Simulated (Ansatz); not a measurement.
Process, species as SMILES: S (H2S) → [SH-] + H+
B3LYP-D3(BJ)/def2-TZVP geometries, fixed; electronic energies without zero-point terms.
Largest species:
```
S
H 1 1.3426
H 1 1.3426 2 92.55
```

Basis-set convergence of the deprotonation energy at MP2 with Ansatz (a first-principles code). Cartesian d functions, on some or all atoms, in 6-31G*, 6-31+G*, 6-311G**, 6-311+G**; all else is spherical. Cores are frozen. No added dispersion term, no relativity. Functions are those of the species that has most. Reference: Hartree-Fock in aug-cc-pV(Q+d)Z plus the correlation part extrapolated as X^-3 from aug-cc-pV(T+d)Z and aug-cc-pV(Q+d)Z, 353.31 kcal/mol, itself unsure by roughly 0.25 kcal/mol (a third of the extrapolation step and of the last Hartree-Fock step). Deviations are taken from unrounded values.

```csv
basis,functions,deprotonation energy (kcal/mol)
6-31G*,23,362.66
6-31+G*,27,351.76
def2-SVP,28,382.15
def2-SVPD,43,352.46
pcseg-1,28,361.29
aug-pcseg-1,45,351.90
cc-pV(D+d)Z,33,374.25
aug-cc-pV(D+d)Z,50,352.50
6-311G**,39,361.02
6-311+G**,43,360.23
def2-TZVP,49,361.44
def2-TZVPD,64,352.83
pcseg-2,62,365.95
aug-pcseg-2,96,355.20
cc-pV(T+d)Z,67,363.66
aug-cc-pV(T+d)Z,101,354.16
def2-TZVPP,70,363.51
def2-TZVPPD,85,354.89
cc-pV(Q+d)Z,124,358.47
aug-cc-pV(Q+d)Z,181,353.79
def2-QZVPP,130,357.29
def2-QZVPPD,145,354.44
pcseg-3,130,357.17
aug-pcseg-3,187,354.37
```

What the diffuse functions change, pair by pair:
- 6-31G* to 6-31+G*: 4 more functions, deviation 9.35 to -1.56 kcal/mol
- def2-SVP to def2-SVPD: 15 more functions, deviation 28.83 to -0.86 kcal/mol
- pcseg-1 to aug-pcseg-1: 17 more functions, deviation 7.98 to -1.41 kcal/mol
- cc-pV(D+d)Z to aug-cc-pV(D+d)Z: 17 more functions, deviation 20.93 to -0.81 kcal/mol
- 6-311G** to 6-311+G**: 4 more functions, deviation 7.71 to 6.91 kcal/mol
- def2-TZVP to def2-TZVPD: 15 more functions, deviation 8.12 to -0.48 kcal/mol
- pcseg-2 to aug-pcseg-2: 34 more functions, deviation 12.63 to 1.89 kcal/mol
- cc-pV(T+d)Z to aug-cc-pV(T+d)Z: 34 more functions, deviation 10.35 to 0.84 kcal/mol
- def2-TZVPP to def2-TZVPPD: 15 more functions, deviation 10.20 to 1.58 kcal/mol
- cc-pV(Q+d)Z to aug-cc-pV(Q+d)Z: 57 more functions, deviation 5.16 to 0.47 kcal/mol
- def2-QZVPP to def2-QZVPPD: 15 more functions, deviation 3.98 to 1.13 kcal/mol
- pcseg-3 to aug-pcseg-3: 57 more functions, deviation 3.86 to 1.06 kcal/mol

Leaving out the reference's own pair, they bring the value nearer the reference by more than 0.25 kcal/mol in 11 of 11 pairs.
